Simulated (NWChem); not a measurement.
System: NaCl; SMILES [Na][Cl]

Input file for NWChem:

```
start job
memory heap 200 mb stack 900 mb global 1100 mb
geometry units angstroms noautoz
  Na     0.000000     0.000000    -1.409652
  Cl     0.000000     0.000000     0.928494
end
basis spherical
  * library def2-svp
end
dft
  xc b3pw91
  iterations 150
  mulliken
end
task dft energy
```

Output (shortened):

```
             Northwest Computational Chemistry Package (NWChem) 7.3.0
             --------------------------------------------------------

 ORDER OF PRIMARY AXIS IS BEING SET TO 4
 C4V symmetry detected

                             Geometry "geometry" -> ""
                             -------------------------

 Output coordinates in angstroms (scale by  1.889725989 to convert to a.u.)

  No.       Tag          Charge          X              Y              Z
 ---- ---------------- ---------- -------------- -------------- --------------
    1 Na                  11.0000     0.00000000     0.00000000    -1.41958864
    2 Cl                  17.0000     0.00000000     0.00000000     0.91855736

 Effective nuclear repulsion energy (a.u.)      42.3224835245

      Symmetry information
      --------------------

 Group name             C4v
 Group number             18
 Group order               8
 No. of unique centers     2

                                 NWChem DFT Module
                                 -----------------

 Summary of "ao basis" -> "ao basis" (spherical)
 ------------------------------------------------------------------------------
       Tag                 Description            Shells   Functions and Types
 ---------------- ------------------------------  ------  ---------------------
 Na                         def2-svp                 7       15   4s2p1d
 Cl                         def2-svp                 8       18   4s3p1d

      Symmetry analysis of basis
      --------------------------

        a1         15
        a2          0
        b1          2
        b2          2
        e          14

            General Information
            -------------------
          SCF calculation type: DFT
          Wavefunction type:  closed shell.
          No. of atoms     :     2
          No. of electrons :    28
           Alpha electrons :    14
            Beta electrons :    14
          Charge           :     0
          Spin multiplicity:     1
          Use of symmetry is: on ; symmetry adaption is: on
          Maximum number of iterations: 150
          AO basis - number of functions:    33
                     number of shells:    15
          Convergence on energy requested:  1.00D-06
          Convergence on density requested:  1.00D-05
          Convergence on gradient requested:  5.00D-04

              XC Information
              --------------
                       B3PW91 Method XC Functional
                     Hartree-Fock (Exact) Exchange  0.200
                        Slater Exchange Functional  0.800 local
                    Becke 1988 Exchange Functional  0.720 non-local
                Perdew 1991 Correlation Functional  0.810 non-local
            Perdew 1991 LDA Correlation Functional  1.000 local

             Grid Information
             ----------------
          Grid used for XC integration:  medium
          Radial quadrature: Mura-Knowles
          Angular quadrature: Lebedev.
          Tag              B.-S. Rad. Rad. Pts. Rad. Cut. Ang. Pts.
          ---              ---------- --------- --------- ---------
          Na                  1.80       88           9.0       434
          Cl                  1.00       88          10.0       590
          Grid pruning is: on
          Number of quadrature shells:   176
          Spatial weights used:  Erf1

      Superposition of Atomic Density Guess
      -------------------------------------

 Sum of atomic energies:        -621.11612880

      Non-variational initial energy
      ------------------------------

 Total energy =    -620.993869
 1-e energy   =    -946.841061
 2-e energy   =     283.524709
 HOMO         =      -0.442935
 LUMO         =      -0.048271

      Symmetry analysis of molecular orbitals - initial
      -------------------------------------------------

 !! scf_movecs_sym_adapt:    4 vectors were symmetry contaminated

  Symmetry fudging

 !! scf_movecs_sym_adapt:    4 vectors were symmetry contaminated

  Numbering of irreducible representations:

     1 a1          2 a2          3 b1          4 b2          5 e

  Orbital symmetries:

     1 a1          2 a1          3 a1          4 a1          5 e
     6 e           7 a1          8 a1          9 e          10 e
    11 a1         12 a1         13 e          14 e          15 a1
    16 e          17 e          18 a1         19 a1         20 b1
    21 b2         22 e          23 e          24 a1

     ---------------------------------------------
      Total Density - Mulliken Population Analysis
     ---------------------------------------------

    Atom       Charge   Shell Charges
 -----------   ------   -------------------------------------------------------
    1 Na  11    10.14   2.00  1.99  0.08 -0.01  5.99  0.05  0.03
    2 Cl  17    17.86   2.00  1.99  1.24  0.74  5.95  2.29  3.65  0.00

   convergence    iter        energy       DeltaE   RMS-Dens  Diis-err
 ---------------- ----- ----------------- --------- --------- ---------
 d= 0,ls=0.0,diis     1   -622.2553618484 -6.65D+02  3.83D-02  2.06D-01
 d= 0,ls=0.0,diis     2   -622.2516694898  3.69D-03  1.97D-02  2.18D-01
 d= 0,ls=0.0,diis     3   -622.2847154086 -3.30D-02  2.28D-03  2.47D-03
 d= 0,ls=0.0,diis     4   -622.2851667486 -4.51D-04  1.04D-04  4.99D-06
 d= 0,ls=0.0,diis     5   -622.2851676537 -9.05D-07  2.85D-05  1.95D-07
 d= 0,ls=0.0,diis     6   -622.2851676948 -4.10D-08  2.20D-06  4.40D-09

         Total DFT energy =     -622.285167694761
      One electron energy =     -949.778417704160
           Coulomb energy =      327.896810593556
    Exchange-Corr. energy =      -42.726044108686
 Nuclear repulsion energy =       42.322483524529

 Numeric. integr. density =       27.999999889216

                  Occupations of the irreducible representations
                  ----------------------------------------------

                     irrep           alpha         beta
                     --------     --------     --------
                     a1                8.0          8.0
                     a2                0.0          0.0
                     b1                0.0          0.0
                     b2                0.0          0.0
                     e                 6.0          6.0

                       DFT Final Molecular Orbital Analysis
                       ------------------------------------

 Vector   12  Occ=2.000000D+00  E=-2.334203D-01  Symmetry=a1
              MO Center= -1.0D-15,  1.4D-15,  8.2D-01, r^2= 1.5D+00
   Bfn.  Coefficient  Atom+Function         Bfn.  Coefficient  Atom+Function
  ----- ------------  ---------------      ----- ------------  ---------------
    28      0.634726  2 Cl pz                25      0.433495  2 Cl pz
     3     -0.325535  1 Na s                 22      0.260174  2 Cl pz
     2     -0.132880  1 Na s                  4      0.132950  1 Na s
     7      0.082590  1 Na pz                18      0.069348  2 Cl s
    19      0.064243  2 Cl s                 17     -0.045582  2 Cl s

 Vector   13  Occ=2.000000D+00  E=-2.161306D-01  Symmetry=e
              MO Center= -4.8D-17, -3.7D-16,  8.4D-01, r^2= 1.4D+00
   Bfn.  Coefficient  Atom+Function         Bfn.  Coefficient  Atom+Function
  ----- ------------  ---------------      ----- ------------  ---------------
    27      0.589167  2 Cl py                24      0.414712  2 Cl py
    21      0.246110  2 Cl py                26     -0.240260  2 Cl px
    23     -0.169118  2 Cl px                 9      0.116929  1 Na py
    20     -0.100363  2 Cl px                12      0.054241  1 Na d -1
     8     -0.047683  1 Na px                 6     -0.031409  1 Na py

 Vector   14  Occ=2.000000D+00  E=-2.161306D-01  Symmetry=e
              MO Center= -1.3D-14, -5.1D-14,  8.4D-01, r^2= 1.4D+00
   Bfn.  Coefficient  Atom+Function         Bfn.  Coefficient  Atom+Function
  ----- ------------  ---------------      ----- ------------  ---------------
    26      0.589167  2 Cl px                23      0.414712  2 Cl px
    20      0.246110  2 Cl px                27      0.240260  2 Cl py
    24      0.169118  2 Cl py                 8      0.116929  1 Na px
    21      0.100363  2 Cl py                14     -0.054241  1 Na d  1
     9      0.047683  1 Na py                 5     -0.031409  1 Na px

 Vector   15  Occ=0.000000D+00  E=-5.637192D-02  Symmetry=a1
              MO Center= -1.7D-16, -5.0D-16, -2.4D+00, r^2= 5.8D+00
   Bfn.  Coefficient  Atom+Function         Bfn.  Coefficient  Atom+Function
  ----- ------------  ---------------      ----- ------------  ---------------
     4      0.678525  1 Na s                 10     -0.404844  1 Na pz
     3      0.271855  1 Na s                  2      0.215414  1 Na s
    28      0.144442  2 Cl pz                25      0.091594  2 Cl pz
     7      0.079411  1 Na pz                18     -0.066127  2 Cl s
    22      0.053369  2 Cl pz                17      0.040475  2 Cl s

 Vector   16  Occ=0.000000D+00  E= 3.025259D-02  Symmetry=e
              MO Center=  1.1D-16, -1.1D-15, -1.6D+00, r^2= 6.8D+00
   Bfn.  Coefficient  Atom+Function         Bfn.  Coefficient  Atom+Function
  ----- ------------  ---------------      ----- ------------  ---------------
     9      0.897449  1 Na py                 8     -0.473190  1 Na px
    27     -0.192196  2 Cl py                 6     -0.119473  1 Na py
    26      0.101338  2 Cl px                24     -0.091368  2 Cl py
    12     -0.080334  1 Na d -1               5      0.062994  1 Na px
    21     -0.054652  2 Cl py                23      0.048175  2 Cl px

 Vector   17  Occ=0.000000D+00  E= 3.025259D-02  Symmetry=e
              MO Center= -8.0D-14, -1.2D-13, -1.6D+00, r^2= 6.8D+00
   Bfn.  Coefficient  Atom+Function         Bfn.  Coefficient  Atom+Function
  ----- ------------  ---------------      ----- ------------  ---------------
     8      0.897449  1 Na px                 9      0.473190  1 Na py
    26     -0.192196  2 Cl px                 5     -0.119473  1 Na px
    27     -0.101338  2 Cl py                23     -0.091368  2 Cl px
    14      0.080334  1 Na d  1               6     -0.062994  1 Na py
    20     -0.054652  2 Cl px                24     -0.048175  2 Cl py

     ---------------------------------------------
      Total Density - Mulliken Population Analysis
     ---------------------------------------------

    Atom       Charge   Shell Charges
 -----------   ------   -------------------------------------------------------
    1 Na  11    10.44   2.00  1.99  0.25 -0.07  5.99  0.19  0.09
    2 Cl  17    17.56   2.00  1.98  1.22  0.76  5.93  2.11  3.55  0.00

     -------------------------------------------
      Total Density - Lowdin Population Analysis
     -------------------------------------------

    Atom       Charge   Shell Charges
 -----------   ------   -------------------------------------------------------
    1 Na  11    10.75   2.00  1.95  0.21  0.05  5.96  0.32  0.25
    2 Cl  17    17.25   2.00  1.96  1.02  0.79  5.82  2.26  3.40  0.00

     Multipole analysis of the density
     ---------------------------------

     L   x y z        total         alpha         beta         nuclear
     -   - - -        -----         -----         ----         -------
     0   0 0 0     -0.000000    -14.000000    -14.000000     28.000000

     1   1 0 0     -0.000000     -0.000000     -0.000000      0.000000
     1   0 1 0     -0.000000     -0.000000     -0.000000      0.000000
     1   0 0 1     -3.245693     -1.622847     -1.622847      0.000000

     2   2 0 0    -14.083400     -7.041700     -7.041700      0.000000
     2   1 1 0     -0.000000     -0.000000     -0.000000      0.000000
     2   1 0 1     -0.000000     -0.000000     -0.000000      0.000000
     2   0 2 0    -14.083400     -7.041700     -7.041700      0.000000
     2   0 1 1     -0.000000     -0.000000     -0.000000      0.000000
     2   0 0 2     -7.870864    -69.127462    -69.127462    130.384060
```

Level: B3PW91/def2-SVP. Structure relaxed at the PBE0/def2-SVP level.
